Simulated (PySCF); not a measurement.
BeH, SMILES [BeH], multiplicity 2. Coordinates come from a PBE-D3(BJ)/def2-TZVPD optimisation. The multiplicity is an assumed one; other spin states were not compared.

Computed equilibrium geometry at PBE-D3(BJ)/def2-TZVPD (PySCF confirms it by a frequency run) as Cartesian coordinates in Å, and its point group:
point group C∞v.
```xyz
2

Be     0.0000     0.0000    -0.2721
H      0.0000     0.0000     1.0882
```
Charge 0, spin multiplicity 2.
